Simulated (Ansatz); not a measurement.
**CH2OSi: functionals against CCSD(T) at one geometry**

An exercise on one series of results from a longer session: the logs are not shown, and one member is left open.

Program: Ansatz 0.2.0, Gaussian basis. Level of theory: single points in def2-TZVPP. These are calculated values, not measurements.

Cores are frozen in the correlated methods.

### The starting structure

SMILES `C=[Si]=O`, 5 atoms, charge 0, spin multiplicity 1.

Atoms are counted from 1 here; the program's logs count them from 0.

Bond lengths: C1–Si2 1.697 Å, C1–H4 1.121 Å, C1–H5 1.113 Å, Si2–O3 1.510 Å. Angles: Si2–C1–H4 112.5°, Si2–C1–H5 124.1°, H4–C1–H5 115.7°, C1–Si2–O3 172.6°.

As a file:

| atom | x (Å) | y (Å) | z (Å) |
| --- | --- | --- | --- |
| C1 | -0.1618 | 0.5831 | -0.4496 |
| Si2 | 0.3500 | -0.7320 | 0.4934 |
| O3 | 0.9335 | -1.9380 | 1.1899 |
| H4 | -0.1275 | 1.5522 | 0.1127 |
| H5 | -0.9340 | 0.5153 | -1.2488 |

The first run:

File run/in.yaml:

```yaml
crystal:
  periodic: [false, false, false]
  atoms:
    - {symbol: C, position_ang: [-0.161758, 0.583074, -0.449618]}
    - {symbol: Si, position_ang: [0.350031, -0.732050, 0.493408]}
    - {symbol: O, position_ang: [0.933483, -1.937977, 1.189861]}
    - {symbol: H, position_ang: [-0.127485, 1.552178, 0.112658]}
    - {symbol: H, position_ang: [-0.933953, 0.515331, -1.248843]}
basis:
  gaussian: {orbitals: def2-TZVPP}
hamiltonian: {xc: pbe, dispersion: d4}
output: {forces: true}
```

Launch:

```
$ ansatz run in.yaml --threads 2 --pin off --events-out ev --progress --plain --max-ram 3481MiB
```

Among the steps run: PBE-D4/def2-TZVPP; r2SCAN-D4/def2-TZVPP; PBE0-D4/def2-TZVPP; wB97M-V/def2-TZVPP; CCSD(T)/def2-TZVPP.

One table of the session follows, with a row left open; its other results are not shown here.

| method | RMS force component (eV/Å) | angle to CCSD(T) forces (°) | dipole (D) |
| --- | --- | --- | --- |
| PBE-D4 | 0.602 | 20.2 | 2.25 |
| r2SCAN-D4 | ? | ? | ? |
| PBE0-D4 | 0.507 | 21.4 | 2.42 |
| wB97M-V | 0.532 | 24.7 | 2.37 |
| CCSD(T) | 0.604 | reference | 2.30 |

Q: Estimate the row for r2SCAN-D4 from the others.

The run gave: RMS force component (eV/Å): 0.533; angle to CCSD(T) forces (°): 9.8; dipole (D): 2.33. In the column «RMS force component (eV/Å)» it lies between wB97M-V (0.532) and PBE-D4 (0.602).

To keep in mind: CCSD(T) in triple zeta still lacks some correlation energy of the bonds, so part of these gaps is its own basis error and they don't rank the functionals.
